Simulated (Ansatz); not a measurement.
Relaxed structures of CH4AlN, closed shell (PBE0-D4/def2-TZVP; forces vanish, vibrations not checked; lower isomers may exist, and structures with a doubtful reference or unclear bonds are left out; Å). Ansatz 0.2.0; basis: def2-TZVPP; cores frozen in the correlated methods.

(1) Rank them by CCSD(T) energy, lowest first, and give each one's height above the lowest. Links in brackets join atoms within 1.22 times the sum of their covalent radii (1.1 for two metals). (To be estimated.)
A.
CH₄AlN ([CH2][NH][AlH])
```
7
angstrom
C -1.2289 -0.1955 -0.6223
N -0.2332 -0.2204 0.1759
Al 1.5545 0.7553 0.2660
H -2.1474 -0.7445 -0.4311
H -1.1607 0.3971 -1.5306
H -0.3932 -0.7931 1.0039
H 2.1953 -0.7737 0.2213
```
B.
CH₄AlN ([NH2][C][AlH2])
```
7
angstrom
C -0.2394 -0.0352 -0.1277
N -1.3507 -0.1999 -0.7197
Al 1.3686 0.2025 0.7294
H -2.0828 -0.8248 -0.3776
H -1.6025 0.2793 -1.5861
H 1.4352 1.3574 1.8107
H 2.5479 -0.7680 0.3116
```
C.
CH₄AlN ([CH2][Al][NH2])
```
7
angstrom
C -1.6611 -0.1089 -0.7593
N 1.4789 0.1963 0.7674
Al 0.0328 -0.1840 -0.1556
H -2.3543 -0.8979 -0.4747
H -1.8453 0.2846 -1.7569
H 1.5403 0.9241 1.4616
H 2.3611 -0.2802 0.6791
```
D.
CH₄AlN ([CH2][N][AlH2])
```
7
angstrom
C -1.3093 -0.1936 -0.6978
N -0.2218 -0.0321 -0.1195
Al 1.3075 0.1935 0.6969
H -2.0881 -0.8713 -0.3150
H -1.5665 0.3304 -1.6314
H 1.3867 1.3422 1.7782
H 2.4915 -0.7691 0.2886
```

No T1 diagnostic of these runs exceeds 0.021. The restricted Hartree–Fock reference is unstable towards an unrestricted one at one or more of these structures.

Results:

(1) Computed: D (0.00 kcal/mol), C (15.70 kcal/mol), A (29.93 kcal/mol), B (47.54 kcal/mol). Heights count from the lowest.

For scale, one of the runs: CCSD(T)/def2-TZVPP, 160 basis functions, launched by `ansatz run in.yaml --threads 2 --pin off --events-out ev --progress --plain --max-ram 4352MiB`. Hardware: 2 CPU threads of an Intel Xeon Platinum 8175M, shared host. Wall time 21 s; peak host memory 1.1 GiB.
